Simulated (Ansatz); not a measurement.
# MgS (quintet): from Hartree-Fock to the top rungs, 6-31G

The task here is to estimate one member of a computed series from the others.

Method: 6-31G, core rule «outside noble gas», up to 10 orbitals frozen; program: Ansatz 0.2.0, Gaussian basis.

To be run: UHF; CCSD(T) on ROHF; CCSD(T) on UHF; BCCD(T) on ROHF; CISD; CCSDT(Q) on ROHF; CCSDT(Q) on UHF; CISDTQ; CCSDTQ on ROHF; CCSDTQ on UHF; Full CI.

24 further runs of the same task are left out: 8 for a known fault of the program, 2 for a mislabelled method, 7 that didn't finish, 7 set aside as unsound or not needed.

## What is computed

The geometry is a PBE0/def2-TZVP stationary point (not a proven minimum) of the parent state, kept for this charge and spin.

2 atoms, charge 0, spin multiplicity 5.

Atoms are counted from 1 here; the program's logs count them from 0.

Bond lengths: S1–Mg2 2.340 Å.

Set-up of the first run:

File in.yaml:

```yaml
crystal:
  periodic: [false, false, false]
  atoms:
    - {symbol: S, position_ang: [0.000000, 0.000000, 0.000000]}
    - {symbol: Mg, position_ang: [0.000000, 0.000000, 2.340400]}
basis:
  gaussian: {orbitals: 6-31G}
magnetization: {spin_polarized: true, initial_magnetization: 4}
hamiltonian: {xc: hf}
output: {orbitals: {seedname: orbitals}}
```

Run with:

```bash
$ ansatz run in.yaml --threads 1 --pin off --events-out ev --progress --plain --max-ram 2393MiB
```

Steps of the session up to this table: UHF; CCSD(T) on ROHF; CCSD(T) on UHF; BCCD(T) on ROHF; CISD; CCSDT(Q) on ROHF; CCSDT(Q) on UHF; CISDTQ; CCSDTQ on ROHF; CCSDTQ on UHF; Full CI.

One of the session's tables, all rows but one given; the rest of the session is left out.

```
   method  from FCI (kcal/mol)
     ROHF               +18.83
      UHF               +18.15
     RMP2                    ?
     UMP2                +4.83
     CISD                +0.47
    RCCSD                +0.33
    UCCSD                +0.31
 RCCSD(T)                +0.08
 UCCSD(T)                +0.06
  BCCD(T)                +0.09
   RCCSDT                -0.01
   UCCSDT                -0.03
   CISDTQ                +0.01
RCCSDT(Q)                 0.00
UCCSDT(Q)                -0.02
  RCCSDTQ                 0.00
  UCCSDTQ                -0.02
      FCI                    0
```

Estimate the missing values for RMP2.

As computed: from FCI (kcal/mol): +5.00. In the column «from FCI (kcal/mol)» it lies between UMP2 (+4.83) and UHF (+18.15).

To keep in mind: Levels on UHF freeze UHF's core orbitals, full CI those of ROHF, so the U rows can settle a little off it for that reason alone. Restricted and unrestricted rows rest on different reference determinants; where their highest levels disagree by more than a few hundredths of an eV, they describe different states and don't form one ladder.
